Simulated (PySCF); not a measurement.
Run record: geometry optimisation, allyl, `[CH2]C=C`.

Computed with PBE0-D3(BJ)/def2-SVP geometry optimisation, gas phase (PySCF 2.14.0). Start geometry: GFN2-xTB. A driver script takes a list of jobs; this job's settings line and coordinates (Å) are shown.

Input:
```
{"job": {"xc": "PBE0", "basis": "def2-SVP", "d3": "d3bj", "grid": 1, "kind": "geom"}, "charge": 0, "multiplicity": 2}
C     -0.725060     0.466470    -0.794500
C      0.082150    -0.422830    -0.130890
C      0.675480    -0.171740     1.080480
H     -1.155740     0.229340    -1.749730
H     -0.950580     1.430800    -0.373600
H      0.263090    -1.384240    -0.596400
H      1.298290    -0.899440     1.567110
H      0.530480     0.770480     1.579190
```

Task: Give the output.

Result: 
```
step   0  E = -117.02770068  max force = 0.011715
step   1  E = -117.02882633  max force = 0.004553
step   2  E = -117.02864481  max force = 0.008117
step   3  E = -117.02907049  max force = 0.000421
step   4  E = -117.02906974  max force = 0.000323
optimisation converged
```

Energies in Eh; «max force» is the largest Cartesian gradient component in Eh/bohr.

Task: Give the first gradient maximum in eV/Å.

Result: With 1 Eh/bohr = 51.422 eV/Å, 0.602 eV/Å.

Task: How much energy does the optimisation release, in eV?

Result: E(step 0) − E(last step) = 0.001369 Eh, which is 0.037 eV.

Main results: final energy -117.02907 Eh after 4 steps; dipole 0.05 D.

Task: Give the final coordinates.

Result: 0.027 Å rms from the input after alignment:
```
atom  x, y, z in Å
C1    -0.7350    0.4723   -0.8082
C2     0.0822   -0.4162   -0.1288
C3     0.6834   -0.1735    1.0953
H4    -1.1762    0.2135   -1.7727
H5    -0.9607    1.4597   -0.3951
H6     0.2684   -1.3900   -0.5981
H7     1.3170   -0.9239    1.5720
H8     0.5391    0.7770    1.6173
```

Hardware: one thread, Arm Neoverse V2, shared host. Cost: 7.7 s wall.
Labels such as C1 count atoms from 1, the log's own numbers from 0.
